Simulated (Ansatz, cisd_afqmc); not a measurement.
Species: F, charge 0, doublet.

Total energies in aug-cc-pVQZ, 7 correlated electrons, 1 frozen orbitals. UHF or UKS for unpaired electrons; spin-orbit terms are left out. Correlated methods leave the cores frozen. No relativity. AFQMC/CISD: phaseless, guided by CISD from CCSD amplitudes; bars are statistical, one sigma. Outlying blocks are dropped, and bars are widened where a walk drifts. Over all cases where full CI ran beside it in this data, AFQMC minus full CI had a median of +0.1 mEh and passed +0.4 mEh in a tenth of the cases.

```
method         program        energy (Eh)  minus CCSDT(Q) (mEh)
----------  ----------  -----------------  --------------------
HF              Ansatz          -99.41409                239.11
MP2             Ansatz          -99.63798                 15.22
CCSD            Ansatz          -99.64798                  5.22
CCSD(T)         Ansatz          -99.65291                  0.29
CCSDT(Q)        Ansatz          -99.65320                  0.00
AFQMC/CISD  cisd_afqmc  -99.6529 ± 0.0001             0.3 ± 0.1
```

Ansatz is a first-principles code.
